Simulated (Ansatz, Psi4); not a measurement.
Worked example: the enthalpy of formation of CH4O (SMILES CO)

CH4O: 6 atoms, total charge 0, spin state singlet. SMILES: `CO`. Geometry: optimised at PBE0/def2-TZVP.

```xyz
6

C    -0.1054   -0.2389   -0.2561
O    -0.1855    0.3051    1.0408
H    -0.8831   -0.9994   -0.3325
H     0.8615   -0.7203   -0.4489
H    -0.2853    0.5113   -1.0363
H     0.4913    0.9786    1.1316
```

Total energies at CCSD(T)/CBS estimate, 2 core orbitals frozen (Psi4 1.11); the atoms run unrestricted:

```
species    state  energy (Eh)
   CH4O  singlet  -115.616188
      C  triplet   -37.791683
      O  triplet   -75.005660
      H  doublet    -0.500000
```

Harmonic wavenumbers at PBE0-D4/def2-TZVP, in cm⁻¹: 306, 1064, 1107, 1174, 1374, 1477, 1490, 1506, 3005, 3057, 3131, 3880.

Measured heats of formation of the gaseous atoms at 298.15 K, in kJ/mol: C 716.9, O 249.2, H 218.0. Spin-orbit lowering of the atoms at 298 K (mean of the ground term's levels less their thermal mean, from spectra), in kJ/mol: C 0.02, O 0.40. Take 1 Eh = 2625.50 kJ/mol, 1 cm⁻¹ = 0.0119627 kJ/mol, RT = 2.479 kJ/mol.

Question: What heat of formation follows?

Answer: 
1. Electronic atomisation energy: (-37.791683) + (-75.005660) + 4 × (-0.500000) − (-115.616188) = 0.818845 Eh = 2149.9 kJ/mol.
2. Zero-point energy: half the sum of the wavenumbers, 11285.5 cm⁻¹ = 135.0 kJ/mol.
3. Thermal vibrational enthalpy, Σ hcν̃/(exp(hcν̃/kT) − 1): 1.3 kJ/mol. Translation, rotation and pV of a non-linear molecule: 4 RT = 9.9 kJ/mol.
4. The 6 free atoms carry 5/2 RT each: 37.2 kJ/mol.
5. Spin-orbit coupling lowers the free atoms by 0.02 + 0.40 = 0.4 kJ/mol.
6. Atomisation enthalpy at 298 K: 2149.9 − 0.4 − 135.0 − 1.3 − 9.9 + 37.2 = 2040.5 kJ/mol.
7. Sum of the atoms' heats of formation: 1838.1 kJ/mol. Heat of formation: 1838.1 − 2040.5 = -202.4 kJ/mol.

The tabulated value is -200.7 kJ/mol (Active Thermochemical Tables), so this level is off by -1.7 kJ/mol, or 0.1 % of the atomisation enthalpy that the table implies (2038.8 kJ/mol). Anharmonicity and any spin-orbit splitting of the molecule are left out, and so is core correlation.
